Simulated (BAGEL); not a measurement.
# BPH4Cl− (SMILES P[BH2-]Cl) at HF/6-31G(d) (density fitting with qzvpp-jkfit, spherical functions)

Aim: the energy change on altering one bond length of BPH4Cl− at HF/6-31G* (density fitting with qzvpp-jkfit, spherical functions), from 2 runs. 

The calculation is run with BAGEL 1.2.2.

### 1 Starting point

BPH4Cl− has 7 atoms, charge -1, and is taken as a singlet. As SMILES, `P[BH2-]Cl`. Geometry: relaxed at GFN2-xTB. This is one conformer, not always the lowest.

Bond lengths: P1–B2 1.984 Å, B2–Cl3 1.855 Å, P1–H4 1.383 Å, P1–H5 1.384 Å, B2–H6 1.199 Å, B2–H7 1.201 Å. Angles: P1–B2–Cl3 106.9°, P1–B2–H6 110.8°, P1–B2–H7 108.7°, Cl3–B2–H6 108.2°, Cl3–B2–H7 108.1°, B2–P1–H4 98.3°, B2–P1–H5 96.7°, H6–B2–H7 113.9°, H4–P1–H5 91.2°.

### 2 The energy at HF/6-31G(d) (density fitting with qzvpp-jkfit, spherical functions)

The input, job.json:

```json
{ "bagel" : [

{
  "title" : "molecule",
  "basis" : "6-31gs.json",
  "df_basis" : "qzvpp-jkfit",
  "angstrom" : true,
  "geometry" : [
    { "atom" : "P", "xyz" : [      -1.254890,       0.303230,      -0.113500 ] },
    { "atom" : "B", "xyz" : [       0.635280,      -0.030820,       0.389500 ] },
    { "atom" : "Cl", "xyz" : [       0.664850,      -1.615020,       1.354400 ] },
    { "atom" : "H", "xyz" : [      -1.363360,      -0.640060,      -1.119330 ] },
    { "atom" : "H", "xyz" : [      -1.001300,       1.302730,      -1.037310 ] },
    { "atom" : "H", "xyz" : [       1.315820,      -0.173880,      -0.586990 ] },
    { "atom" : "H", "xyz" : [       1.003600,       0.853800,       1.113230 ] }
  ]
},

{
  "title" : "hf",
  "charge" : -1
},

{
  "title" : "print",
  "file" : "orbitals.molden",
  "orbitals" : true
}

]}
```

The basis set 6-31G* is read from a file made from the Basis Set Exchange's data (not shown).

The run is started by

```console
$ BAGEL_NUM_THREADS=1 BAGEL job.json > job.out
```

What it wrote:

```text
* using 1 threads per process

  ===============================================================
  ===============================================================

  *** Geometry ***

  { "atom" : "P", "xyz" : [     -2.371398,      0.573022,     -0.214484 ] },
  { "atom" : "B", "xyz" : [      1.200505,     -0.058241,      0.736048 ] },
  { "atom" : "Cl", "xyz" : [      1.256384,     -3.051945,      2.559445 ] },
  { "atom" : "H", "xyz" : [     -2.576377,     -1.209538,     -2.115227 ] },
  { "atom" : "H", "xyz" : [     -1.892183,      2.461803,     -1.960232 ] },
  { "atom" : "H", "xyz" : [      2.486539,     -0.328586,     -1.109250 ] },
  { "atom" : "H", "xyz" : [      1.896529,      1.613448,      2.103700 ] },

  Number of auxiliary basis functions:      403

  Since a DF basis is specified, we compute 2- and 3-index integrals:
    o Being stored without compression. Storage requirement is 0.011 GB

  Number of basis functions:       58
  Number of electrons      :       41

    * METHOD: MOLECULE                             0.12

  *** RHF ***

  === Nuclear Repulsion ===
   125.2316167133

      * DIIS with orbital gradients will be used.

  === RHF iteration (6-31gs.json) ===
      0       -827.19131617          0.01208137           0.03
      1       -827.25690606          0.00415178           0.02
      2       -827.26393676          0.00134683           0.02
      3       -827.26477956          0.00021048           0.02
      4       -827.26481308          0.00005934           0.02
      5       -827.26481611          0.00001524           0.02
      6       -827.26481630          0.00000370           0.02
      7       -827.26481631          0.00000104           0.02
      8       -827.26481631          0.00000025           0.02
      9       -827.26481631          0.00000008           0.02
     10       -827.26481631          0.00000003           0.02
     11       -827.26481631          0.00000001           0.02
    * SCF iteration converged.

    * Permanent dipole moment:
           (    0.285746,     0.085341,     0.272881) a.u.

    * METHOD: HF                                   0.38

    * METHOD: PRINT                                0.01

  ===============================================================
```

Wall time 0.66 s (1 thread of Arm Neoverse V2, shared host); peak memory 0.081 GiB.

### 3 The distorted shape at the same level

The input, job.json:

```json
{ "bagel" : [

{
  "title" : "molecule",
  "basis" : "6-31gs.json",
  "df_basis" : "qzvpp-jkfit",
  "angstrom" : "true",
  "geometry" : [
    { "atom" : "P", "xyz" : [      -2.199965,       0.470253,      -0.364997 ] },
    { "atom" : "B", "xyz" : [       0.635280,      -0.030820,       0.389500 ] },
    { "atom" : "Cl", "xyz" : [       0.664850,      -1.615020,       1.354400 ] },
    { "atom" : "H", "xyz" : [      -2.308435,      -0.473037,      -1.370827 ] },
    { "atom" : "H", "xyz" : [      -1.946375,       1.469753,      -1.288807 ] },
    { "atom" : "H", "xyz" : [       1.315820,      -0.173880,      -0.586990 ] },
    { "atom" : "H", "xyz" : [       1.003600,       0.853800,       1.113230 ] }
  ]
},

{ "title" : "hf", "charge" : -1 },

{ "title" : "print", "file" : "orbitals.molden", "orbitals" : "true" }

]}
```

The basis set 6-31G* is read from a file made from the Basis Set Exchange's data (not shown).

The run is started by

```console
$ BAGEL_NUM_THREADS=1 BAGEL job.json > job.out
```

What it wrote:

```text
* using 1 threads per process

  ===============================================================
  ===============================================================

  *** Geometry ***

  { "atom" : "P", "xyz" : [     -4.157331,      0.888649,     -0.689744 ] },
  { "atom" : "B", "xyz" : [      1.200505,     -0.058241,      0.736048 ] },
  { "atom" : "Cl", "xyz" : [      1.256384,     -3.051945,      2.559445 ] },
  { "atom" : "H", "xyz" : [     -4.362310,     -0.893910,     -2.590488 ] },
  { "atom" : "H", "xyz" : [     -3.678116,      2.777431,     -2.435492 ] },
  { "atom" : "H", "xyz" : [      2.486539,     -0.328586,     -1.109250 ] },
  { "atom" : "H", "xyz" : [      1.896529,      1.613448,      2.103700 ] },

  Number of auxiliary basis functions:      403

  Since a DF basis is specified, we compute 2- and 3-index integrals:
    o Being stored without compression. Storage requirement is 0.011 GB

  Number of basis functions:       58
  Number of electrons      :       41

    * METHOD: MOLECULE                             0.11

  *** RHF ***

  === Nuclear Repulsion ===
   105.9843182894

      * DIIS with orbital gradients will be used.

  === RHF iteration (6-31gs.json) ===
      0       -827.14994468          0.01040962           0.03
      1       -827.20658374          0.00304947           0.02
      2       -827.21163427          0.00093145           0.02
      3       -827.21226447          0.00019247           0.02
      4       -827.21229316          0.00007338           0.02
      5       -827.21229718          0.00001947           0.02
      6       -827.21229758          0.00000460           0.02
      7       -827.21229760          0.00000125           0.02
      8       -827.21229760          0.00000031           0.02
      9       -827.21229760          0.00000009           0.02
     10       -827.21229760          0.00000003           0.02
     11       -827.21229760          0.00000001           0.02
    * SCF iteration converged.

    * Permanent dipole moment:
           (   -0.881498,     0.459928,    -0.123888) a.u.

    * METHOD: HF                                   0.38

    * METHOD: PRINT                                0.01

  ===============================================================
```

Wall time 0.66 s (1 thread of Arm Neoverse V2, shared host); peak memory 0.082 GiB.

### 4 What came out

At HF/6-31G* (density fitting with qzvpp-jkfit, spherical functions):

```
                                                              quantity          value
                                             first shape: total energy  -827.26482 Eh
                                              first shape: HOMO energy       -3.99 eV
                                              first shape: LUMO energy        9.81 eV
    first shape: HOMO–LUMO gap (to an unbound level, set by the basis)       13.80 eV
                                         distorted shape: total energy  -827.21230 Eh
                                          distorted shape: HOMO energy       -2.55 eV
                                          distorted shape: LUMO energy        7.72 eV
distorted shape: HOMO–LUMO gap (to an unbound level, set by the basis)       10.27 eV
     energy change with the P1–B2 bond stretched from 1.984 to 2.976 Å       1.429 eV
```

With the P1–B2 bond stretched from 1.984 to 2.976 Å the energy rises by 1.43 eV (138 kJ/mol). The first shape isn't relaxed at this level, so the change isn't measured from a minimum.
